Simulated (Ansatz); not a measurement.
# AlCCl+ (doublet): the correlation ladder, def2-TZVPP

The task here is to estimate one member of a computed series from the others.

Method: def2-TZVPP, core rule «outside noble gas», up to 11 orbitals frozen; program: Ansatz 0.2.0, Gaussian basis.

To be run: UHF; ROHF; CCSD(T) on UHF.

2 further runs of the same task are left out: 2 set aside as unsound or not needed.

### The geometry

The geometry is a PBE0/def2-TZVP stationary point (not a proven minimum) of the parent state, kept for this charge and spin.

3 atoms, charge 1, spin multiplicity 2.

Atoms are counted from 1 here; the program's logs count them from 0.

Bond lengths: Al1–C2 1.911 Å, C2–Cl3 1.634 Å. Angles: Al1–C2–Cl3 147.4°.

The first run:

in.yaml

```yaml
crystal:
  periodic: [false, false, false]
  atoms:
    - {symbol: Al, position_ang: [0.000000, -0.084423, 1.918457]}
    - {symbol: C, position_ang: [0.000000, 0.414488, 0.073585]}
    - {symbol: Cl, position_ang: [0.000000, -0.076169, -1.484972]}
basis:
  gaussian: {orbitals: def2-TZVPP}
total_charge: 1
magnetization: {spin_polarized: true, initial_magnetization: 1}
hamiltonian: {xc: hf}
output: {orbitals: {seedname: orbitals}}
```

The run is started by

```
ansatz run in.yaml --threads 1 --pin off --events-out ev --progress --plain --max-ram 4096MiB --backend cpu
```

Among the steps run: UHF; ROHF; CCSD(T) on UHF.

One of the session's tables, all rows but one given; the rest of the session is left out.

```
  method  from UCCSD(T) (kJ/mol)
    ROHF                       ?
     UHF                 +1001.4
    UMP2                  +154.5
   UCCSD                   +55.3
UCCSD(T)                       0
```

Estimate the missing values for ROHF.

As computed: from UCCSD(T) (kJ/mol): +1080.9. In the column «from UCCSD(T) (kJ/mol)» it is the highest.

Caveats from the session: The determinant is far from a pure spin state, so its energy mixes those of several spin states (harmless only where they are near-degenerate, as at dissociation).
